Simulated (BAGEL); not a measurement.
# C2H3F3 (SMILES FCC(F)F): RI-MP2/def2-SVP (density fitting with qzvpp-jkfit)

What is the energy change on altering one bond length of C2H3F3 at RI-MP2/def2-SVP (density fitting with qzvpp-jkfit)? 

Program for the calculation: BAGEL 1.2.2.

3 further runs of the same task are left out: 3 that didn't finish.

**1. The structure to begin with**

C2H3F3: 8 atoms, total charge 0, spin state singlet. SMILES: `FCC(F)F`. The shape is that of a PBE0-D4/def2-TZVP optimisation. This is one conformer, not always the lowest.

Bond lengths: F1–C2 1.367 Å, C2–C3 1.507 Å, C3–F4 1.353 Å, C3–F5 1.353 Å, C2–H6 1.094 Å, C2–H7 1.094 Å, C3–H8 1.097 Å. Some angles: F1–C2–C3 110.8°, C2–C3–F4 110.7°, C2–C3–F5 110.6°, F4–C3–F5 107.7°, F1–C2–H6 109.2°, F1–C2–H7 109.2°, C3–C2–H6 109.0°, C3–C2–H7 109.0°, C2–C3–H8 111.0°, F4–C3–H8 108.4°.

**2. The energy at RI-MP2/def2-SVP (density fitting with qzvpp-jkfit)**

input.json reads:

```json
{ "bagel": [

{
  "title": "molecule",
  "basis": "svp",
  "df_basis": "qzvpp-jkfit",
  "angstrom": true,
  "geometry": [
    { "atom": "F", "xyz": [   -0.985900,    1.458500,    0.050800 ] },
    { "atom": "C", "xyz": [    0.087900,    0.678700,    0.379800 ] },
    { "atom": "C", "xyz": [   -0.007400,   -0.670200,   -0.285700 ] },
    { "atom": "F", "xyz": [   -1.136200,   -1.311100,    0.094600 ] },
    { "atom": "F", "xyz": [   -0.044700,   -0.536600,   -1.631300 ] },
    { "atom": "H", "xyz": [    0.112100,    0.539700,    1.464900 ] },
    { "atom": "H", "xyz": [    1.006200,    1.174300,    0.050700 ] },
    { "atom": "H", "xyz": [    0.852800,   -1.298700,   -0.023800 ] }
  ]
},
{ "title": "hf", "charge": 0 },
{ "title": "mp2", "charge": 0, "ncore": 5 }

]}
```

On the command line:

```
$ BAGEL_NUM_THREADS=1 BAGEL input.json > input.out
```

Output:

```text
* using 1 threads per process

  ===============================================================
  ===============================================================

  *** Geometry ***

  { "atom" : "F", "xyz" : [     -1.863081,      2.756166,      0.095998 ] },
  { "atom" : "C", "xyz" : [      0.166107,      1.282557,      0.717718 ] },
  { "atom" : "C", "xyz" : [     -0.013984,     -1.266494,     -0.539895 ] },
  { "atom" : "F", "xyz" : [     -2.147107,     -2.477620,      0.178768 ] },
  { "atom" : "F", "xyz" : [     -0.084471,     -1.014027,     -3.082710 ] },
  { "atom" : "H", "xyz" : [      0.211838,      1.019885,      2.768260 ] },
  { "atom" : "H", "xyz" : [      1.901442,      2.219105,      0.095809 ] },
  { "atom" : "H", "xyz" : [      1.611558,     -2.454187,     -0.044975 ] },

  Number of auxiliary basis functions:      435

  Since a DF basis is specified, we compute 2- and 3-index integrals:
    o Being stored without compression. Storage requirement is 0.025 GB

  Number of basis functions:       85
  Number of electrons      :       42

    * METHOD: MOLECULE                             0.19

  *** RHF ***

  === Nuclear Repulsion ===
   194.0360020086

      * DIIS with orbital gradients will be used.

  === RHF iteration (svp) ===
      0       -375.26076127          0.01952705           0.07
      1       -375.41286423          0.01262443           0.08
      2       -375.48634703          0.00142486           0.07
      3       -375.48789367          0.00028597           0.08
      4       -375.48794678          0.00007900           0.08
      5       -375.48795280          0.00002484           0.06
      6       -375.48795341          0.00001082           0.05
      7       -375.48795350          0.00000251           0.05
      8       -375.48795350          0.00000116           0.06
      9       -375.48795350          0.00000032           0.07
     10       -375.48795350          0.00000008           0.07
     11       -375.48795350          0.00000004           0.08
     12       -375.48795350          0.00000002           0.06
     13       -375.48795350          0.00000001           0.06
    * SCF iteration converged.

    * Permanent dipole moment:
           (   -1.241175,     0.095641,    -0.742187) a.u.

    * METHOD: HF                                   1.06

  *** RHF ***

  === Nuclear Repulsion ===
   194.0360020086

      * DIIS with orbital gradients will be used.

  === RHF iteration (svp) ===
      0       -375.48795350          0.00000000           0.06
    * SCF iteration converged.

    * Permanent dipole moment:
           (   -1.241176,     0.095641,    -0.742187) a.u.

  === DF-MP2 calculation ===

    * freezing 5 orbitals
    * 3-index integral transformation done
    * assembly done

      MP2 correlation energy:   -0.8199828725      0.05

      MP2 total energy:       -376.3079363749

    * METHOD: MP2                                  0.18

  ===============================================================
```

It took 2.3 s on 1 thread of Intel Xeon 6975P-C (Granite Rapids), shared host; peak memory 0.1 GiB.

**3. The distorted shape**

input.json reads:

```json
{ "bagel": [

{
  "title": "molecule",
  "basis": "svp",
  "df_basis": "qzvpp-jkfit",
  "angstrom": "true",
  "geometry": [
    { "atom": "F", "xyz": [      -1.720540,       1.062020,       0.314080 ] },
    { "atom": "C", "xyz": [      -0.646740,       0.282220,       0.643080 ] },
    { "atom": "C", "xyz": [      -0.742040,      -1.066680,      -0.022420 ] },
    { "atom": "F", "xyz": [      -1.870840,      -1.707580,       0.357880 ] },
    { "atom": "F", "xyz": [      -0.779340,      -0.933080,      -1.368020 ] },
    { "atom": "H", "xyz": [      -0.622540,       0.143220,       1.728180 ] },
    { "atom": "H", "xyz": [       1.006200,       1.174300,       0.050700 ] },
    { "atom": "H", "xyz": [       0.118160,      -1.695180,       0.239480 ] }
  ]
},

{
  "title": "hf"
},

{
  "title": "mp2",
  "ncore": 5
}

]}
```

On the command line:

```
$ BAGEL_NUM_THREADS=1 BAGEL input.json > input.out
```

Output:

```text
* using 1 threads per process

  ===============================================================
  ===============================================================

  *** Geometry ***

  { "atom" : "F", "xyz" : [     -3.251349,      2.006927,      0.593525 ] },
  { "atom" : "C", "xyz" : [     -1.222161,      0.533319,      1.215245 ] },
  { "atom" : "C", "xyz" : [     -1.402252,     -2.015733,     -0.042368 ] },
  { "atom" : "F", "xyz" : [     -3.535375,     -3.226859,      0.676295 ] },
  { "atom" : "F", "xyz" : [     -1.472739,     -1.763266,     -2.585183 ] },
  { "atom" : "H", "xyz" : [     -1.176430,      0.270647,      3.265787 ] },
  { "atom" : "H", "xyz" : [      1.901442,      2.219105,      0.095809 ] },
  { "atom" : "H", "xyz" : [      0.223290,     -3.203426,      0.452552 ] },

  Number of auxiliary basis functions:      435

  Since a DF basis is specified, we compute 2- and 3-index integrals:
    o Being stored without compression. Storage requirement is 0.025 GB

  Number of basis functions:       85
  Number of electrons      :       42

    * METHOD: MOLECULE                             0.14

  *** RHF ***

  === Nuclear Repulsion ===
   191.0478022924

      * DIIS with orbital gradients will be used.

  === RHF iteration (svp) ===
      0       -375.09544487          0.01969782           0.05
      1       -375.25539700          0.01297364           0.05
      2       -375.33641381          0.00167158           0.05
      3       -375.33880987          0.00052913           0.04
      4       -375.33901616          0.00016305           0.05
      5       -375.33904592          0.00004319           0.05
      6       -375.33904831          0.00001695           0.05
      7       -375.33904854          0.00000380           0.05
      8       -375.33904855          0.00000166           0.05
      9       -375.33904855          0.00000049           0.05
     10       -375.33904855          0.00000016           0.05
     11       -375.33904855          0.00000007           0.06
     12       -375.33904855          0.00000002           0.04
     13       -375.33904855          0.00000001           0.05
    * SCF iteration converged.

    * Permanent dipole moment:
           (   -0.884514,     0.277882,    -0.822966) a.u.

    * METHOD: HF                                   0.79

  *** RHF ***

  === Nuclear Repulsion ===
   191.0478022924

      * DIIS with orbital gradients will be used.

  === RHF iteration (svp) ===
      0       -375.33904855          0.00000001           0.05
    * SCF iteration converged.

    * Permanent dipole moment:
           (   -0.884515,     0.277882,    -0.822966) a.u.

  === DF-MP2 calculation ===

    * freezing 5 orbitals
    * 3-index integral transformation done
    * assembly done

      MP2 correlation energy:   -0.8387203557      0.04

      MP2 total energy:       -376.1777689054

    * METHOD: MP2                                  0.15

  ===============================================================
```

It took 2.2 s on 1 thread of Intel Xeon 6975P-C (Granite Rapids), shared host; peak memory 0.11 GiB.

**4. What came out**

At RI-MP2/def2-SVP (density fitting with qzvpp-jkfit), 5 core orbitals frozen:

| quantity | value |
| --- | --- |
| first shape: total energy | -376.30794 Eh |
| first shape: correlation energy (5 core orbitals frozen) | -820.0 mEh |
| distorted shape: total energy | -376.17777 Eh |
| distorted shape: correlation energy (5 core orbitals frozen) | -838.7 mEh |
| energy change with the C2–H7 bond stretched from 1.094 to 1.970 Å | 3.542 eV |

**Reading.** One bond (distorted shape) is far stretched, which a spin-restricted single reference describes badly; perturbation theory on it can break down and give far too much correlation. With the C2–H7 bond stretched from 1.094 to 1.970 Å the energy rises by 3.54 eV (342 kJ/mol). The first shape isn't relaxed at this level, so the change isn't measured from a minimum. A restricted reference can't describe the breaking bond well at this length.
